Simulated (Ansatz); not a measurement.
# Cl2 (singlet): the correlation ladder, cc-pV(D+d)Z

The task here is to estimate one member of a computed series from the others.

Program: Ansatz 0.2.0, Gaussian basis. Level of theory: cc-pV(D+d)Z, core rule «outside noble gas», up to 10 orbitals frozen. These are calculated values, not measurements.

The runs, in order: UHF; CCSD(T) on RHF; BCCD(T) on RHF; CISD; CCSDT(Q) on RHF; CCSDTQ on RHF; CASSCF and MRCISD+Q, 14 electrons in 8 orbitals; CASSCF and NEVPT2, 14 electrons in 8 orbitals.

9 further runs of the same task are left out: 9 set aside as unsound or not needed.

## The geometry

The geometry is an MP2(full)/6-31G* stationary point (not a proven minimum).

2 atoms, charge 0, spin multiplicity 1.

Atoms are counted from 1 here; the program's logs count them from 0.

Bond lengths: Cl1–Cl2 2.015 Å.

The first run:

in.yaml reads:

```yaml
crystal:
  periodic: [false, false, false]
  atoms:
    - {symbol: Cl, position_ang: [0.000000, 0.000000, 0.000000]}
    - {symbol: Cl, position_ang: [0.000000, 0.000000, 2.015082]}
basis:
  gaussian: {orbitals: "cc-pV(D+d)Z.json"}
magnetization: {spin_polarized: true, initial_magnetization: 0}
hamiltonian: {xc: hf}
output: {orbitals: {seedname: orbitals}}
```

The run is started by

```sh
> ansatz run in.yaml --threads 1 --pin off --events-out ev --progress --plain --max-ram 4096MiB --backend cpu
```

Among the steps run: UHF; CCSD(T) on RHF; BCCD(T) on RHF; CISD; CCSDT(Q) on RHF; CCSDTQ on RHF; CASSCF and MRCISD+Q, 14 electrons in 8 orbitals; CASSCF and NEVPT2, 14 electrons in 8 orbitals.

One of the session's tables, all rows but one given; the rest of the session is left out.

It belongs to the step «Misses and costs». 

```
          method  from RCCSDTQ (kcal/mol)
             RHF                  +197.13
            RMP2                   +23.42
            CISD                   +21.75
           RCCSD                    +5.45
        RCCSD(T)                        ?
         BCCD(T)                    +0.82
          RCCSDT                    +0.47
       RCCSDT(Q)                     0.00
         RCCSDTQ                        0
  CASSCF valence                  +181.35
  NEVPT2 valence                   +39.90
  MRCISD valence                   +17.77
MRCISD+Q valence                    +1.31
```

Estimate the missing values for RCCSD(T).

The run gave: from RCCSDTQ (kcal/mol): +0.83. In the column «from RCCSDTQ (kcal/mol)» it lies between BCCD(T) (+0.82) and MRCISD+Q valence (+1.31).
